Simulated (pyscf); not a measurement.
Cl–SiH•–Cl + water (H₂O) → HO–SiH(Cl)–Cl + H atom (H•) (substitution at O; doublet surface; H–O broken, O–Si formed). Single points on ωB97X-D3(BJ)/def2-SVP structures (PySCF, gas phase). Rate constants from transition-state theory, ωB97M-D3(BJ)/def2-TZVP energies (ideal gas, 1 atm, RRHO with modes under 100 cm⁻¹ raised to 100, one conformer, R ln 2 for rigid chiral ones; no tunnelling), k in cm³ molecule⁻¹ s⁻¹.

```
T (K)  1000/T  log10 k
-----  ------  -------
298     3.354   -25.66
600     1.667        ?
900     1.111   -16.71
1200    0.833   -15.37
```

### Question
Fit an Arrhenius line to the three values, give the activation energy, and predict k at 600 K.

### Answer
Least squares gives log10 k = -12.10 − 4.05 × 1000/T, so Ea = 4.05 × ln 10 × 1.987 = 18.5 kcal/mol, against an electronic barrier of 19.7. At 600 K the line gives -18.85; the computed value is -19.14 (ΔG‡ = 36.1 kcal/mol), a factor 1.9 under the line, since the plot is curved. On the reactant side the descent ends in a complex (not fully relaxed), 5.1 kcal/mol under the separated species and 28.2 kcal/mol under the saddle at ωB97X-D3(BJ)/def2-TZVP. At ωB97X-D3(BJ) the barrier from the zero used here is 23.1 kcal/mol. One saddle was located; it need not be the lowest between these sides. The angle at the attacked O is 142°.
